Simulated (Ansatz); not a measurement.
[BFH3]- (BH₃F⁻). Total charge -1; singlet. Geometry PBE0-D4/def2-TZVPD, basis def2-TZVPD, Ansatz.

Cartesian coordinates in Å:
```
B 0.022 0.030 0.002
F -0.833 -1.144 -0.090
H 0.076 0.602 -1.103
H 1.171 -0.310 0.342
H -0.436 0.821 0.848
```

| run | HOMO (eV) | LUMO (eV) |
| --- | --- | --- |
| A | -4.38 | 4.98 |
| B | -1.00 | 4.70 |
| C | -1.58 | 4.20 |
| D | -1.79 | 4.74 |
| E | -0.48 | 4.66 |
| F | -3.08 | 4.49 |

LC-ωPBE has ω = 0.4 bohr⁻¹.

Q: The runs used CAM-B3LYP, LC-ωPBE, PBE0, r2SCAN, r2SCAN0, r2SCANh. Estimate which is which.

A: A LC-ωPBE (range-separated); B r2SCANh (10 % exact exchange); C PBE0 (25 % exact exchange); D r2SCAN0 (25 % exact exchange); E r2SCAN (0 % exact exchange); F CAM-B3LYP (range-separated). Exact exchange lowers occupied and raises empty levels; among semilocal functionals meta-GGAs tend to open the gap a little, and such runs are hard to tell apart. The gap grows from 5.14 eV (r2SCAN) to 9.36 eV (LC-ωPBE).
